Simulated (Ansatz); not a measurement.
`CSCF`, relaxed with RKS PBE-D4/def2-SVP in Ansatz from a rough embedded geometry. The force threshold is 0.03 eV/Å; the program also tests the step.

Charge 0, multiplicity 1.

Start:

```xyz
9

C     0.739   -0.984    0.469
S    -0.988   -0.498    0.545
C    -0.843    0.939   -0.510
F     0.209    1.782   -0.022
H     1.016   -1.224   -0.561
H     1.394   -0.318    0.947
H     0.834   -1.966    1.051
H    -1.747    1.591   -0.398
H    -0.613    0.679   -1.521
```

Question: How much energy does the relaxation release, and in how many steps? (An estimate is asked.)

Answer: Ansatz gave: 6.49 kcal/mol, in 5 steps, 1 of them rejected.

Question: Which bonds change most? (Estimate.)

Answer: Ansatz gave: C1–H6 from 1.049 to 1.107 Å; C3–F4 from 1.434 to 1.383 Å; C3–H9 from 1.068 to 1.113 Å; C1–H7 from 1.145 to 1.106 Å.

Question: Give the relaxed structure. (Estimate.)

Answer: Ansatz gave: 
```xyz
9

C     0.735   -1.084    0.449
S    -0.955   -0.423    0.620
C    -0.801    1.030   -0.442
F     0.052    1.994    0.064
H     0.944   -1.398   -0.594
H     1.476   -0.329    0.774
H     0.806   -1.968    1.111
H    -1.828    1.447   -0.535
H    -0.430    0.730   -1.448
```
